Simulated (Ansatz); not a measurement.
# AlMgH (singlet): from Hartree-Fock to the top rungs at scale of all distances = 1.103, cc-pVDZ

One table from this session's results is given with a row withheld; the runs are named, their logs left out.

Method: cc-pVDZ, core rule «outside noble gas», up to 10 orbitals frozen; program: Ansatz 0.2.0, Gaussian basis.

Plan: UHF; CCSD(T) on RHF; CCSD(T) on UHF; BCCD(T) on RHF; CISD; CCSDT(Q) on RHF; CCSDT(Q) on UHF; CASSCF and MRCISD+Q, 2 electrons in 2 orbitals; CASSCF and NEVPT2, 2 electrons in 2 orbitals; CASSCF and MRCISD+Q, 6 electrons in 9 orbitals; CASSCF and NEVPT2, 6 electrons in 9 orbitals; Full CI.

12 further runs of the same task are left out: 2 for a known fault of the program, 7 that didn't finish, 3 set aside as unsound or not needed. Runs told in other sessions of the task aren't counted.

## The system

The geometry derives from a PBE0/def2-TZVP stationary point (not a proven minimum). All distances are scaled together.

3 atoms, charge 0, spin multiplicity 1.

Atoms are counted from 1 here; the program's logs count them from 0.

Bond lengths: Al1–H3 1.872 Å.

Geometry (Å):

```mol
AlHMg
  3D, bonds by distance, orders not assigned

  3  1  0  0  0  0  0  0  0  0999 V2000
    0.0000   -0.0621    1.4973 Al  0  0
    0.0000    0.0006   -1.6928 Mg  0  0
    0.0000    1.6488    0.7376 H   0  0
  1  3  8  0
M  END
```

The first run:

in.yaml reads:

```yaml
crystal:
  periodic: [false, false, false]
  atoms:
    - {symbol: Al, position_ang: [0.000000, -0.062091, 1.497325]}
    - {symbol: Mg, position_ang: [0.000000, 0.000550, -1.692804]}
    - {symbol: H, position_ang: [0.000000, 1.648844, 0.737603]}
basis:
  gaussian: {orbitals: cc-pVDZ}
magnetization: {spin_polarized: true, initial_magnetization: 0}
hamiltonian: {xc: hf}
output: {orbitals: {seedname: orbitals}}
```

Command:

```
ansatz run in.yaml --threads 1 --pin off --events-out ev --progress --plain --max-ram 2393MiB
```

Steps of the session up to this table: UHF; CCSD(T) on RHF; CCSD(T) on UHF; BCCD(T) on RHF; CISD; CCSDT(Q) on RHF; CCSDT(Q) on UHF; CASSCF and MRCISD+Q, 2 electrons in 2 orbitals; CASSCF and NEVPT2, 2 electrons in 2 orbitals; CASSCF and MRCISD+Q, 6 electrons in 9 orbitals; CASSCF and NEVPT2, 6 electrons in 9 orbitals; Full CI.

One table of the session follows, with a row left open; its other results are not shown here.

| method | from FCI (meV) |
| --- | --- |
| RHF | +3167.0 |
| UHF | +3134.6 |
| RMP2 | +961.3 |
| CISD | +332.0 |
| RCCSD | +113.8 |
| RCCSD(T) | +30.9 |
| BCCD(T) | +30.7 |
| RCCSDT | +5.8 |
| RCCSDT(Q) | +1.3 |
| CASSCF pair | +2724.9 |
| NEVPT2 pair | ? |
| CASSCF valence | +1060.3 |
| NEVPT2 valence | +370.0 |
| MRCISD valence | +63.1 |
| MRCISD+Q valence | +30.5 |
| FCI | 0 |

Q: Estimate the row for NEVPT2 pair from the others.

**Answer.** from FCI (meV): +926.6. In the column «from FCI (meV)» it lies between NEVPT2 valence (+370.0) and RMP2 (+961.3).

Not comparable, so not listed: CCSD(T) on UHF; CASSCF and MRCISD+Q, 2 electrons in 2 orbitals (they don't share determinant, frozen orbitals or solution with the rows shown, or repeat one).

Caveats from the session: Warnings in the runs' records: passed over end.
